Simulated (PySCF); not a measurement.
Static response to an electric field

Species: C2H3Cl3.
Structure used (GFN2-xTB), in Å, numbered top down from 1:
```xyz
8
C2H3Cl3 angstrom
C      0.8457   -0.0366   -0.1119
C     -0.6494    0.0302    0.0804
Cl    -1.4959   -0.5857   -1.3596
Cl    -1.1454   -0.9494    1.4819
Cl    -1.1723    1.7092    0.3597
H      1.3464    0.3434    0.7759
H      1.1322    0.5662   -0.9708
H      1.1478   -1.0679   -0.2801
```

Level: B3LYP/def2-SVPD (PySCF), static field, nuclei fixed, core orbitals frozen in the response. The polarisability tensor in these axes (au):

```
x   62.59  0.37  1.10
y    0.37 71.08 -0.05
z    1.10 -0.05 70.95
```

Problem. Give the principal values, the mean and the anisotropy Δα = √{½[(α1 − α2)² + (α2 − α3)² + (α1 − α3)²]}.

Solution. Principal values 62.43, 71.09 and 71.10 au; mean 68.21 au = 10.11 Å³ = 11.25 × 10⁻⁴⁰ C²·m²/J; Δα = 8.67 au (13 % of the mean).

Problem. What is the dipole moment, and where does it point?

Solution. (1.84, -0.08, -0.24) D, 1.86 D in size, pointing from the negative to the positive side. Measured along this direction, the outermost atoms are Cl5, Cl3 and Cl4 at the negative end and H8, H7 and H6 at the positive end.

Problem. Give the eigenvalues of the traceless quadrupole moment Θ = ½Σq(3rr − r²1), origin at the centre of nuclear charge.

Solution. -1.67, -1.66, 3.33 D·Å. The values depend on the origin, since the dipole doesn't vanish. The electronic extent ⟨r²⟩ about the same centre is 771 bohr², a root-mean-square distance of 1.81 Å for the 66 electrons.

Problem. Find the Langevin capture rate constant for O2+ (31.990 u) meeting this molecule (131.930 u), k = 2.342 × 10⁻⁹ cm³/s × √(α in Å³ / reduced mass in u).

Solution. The reduced mass is 25.75 u, so k = 1.47 × 10⁻⁹ cm³/s. The formula leaves out the permanent dipole, which adds to the capture rate.

Problem. Estimate the molar refractivity from the static electronic polarisability.

Solution. Lorentz–Lorenz: R = (4π/3)N_A α = 2.5225 cm³/(mol·Å³) × 10.11 Å³ = 25.5 cm³/mol, in the limit of long wavelengths.

Geometry: GFN2-xTB; no solvent, vibrations or thermal averaging.
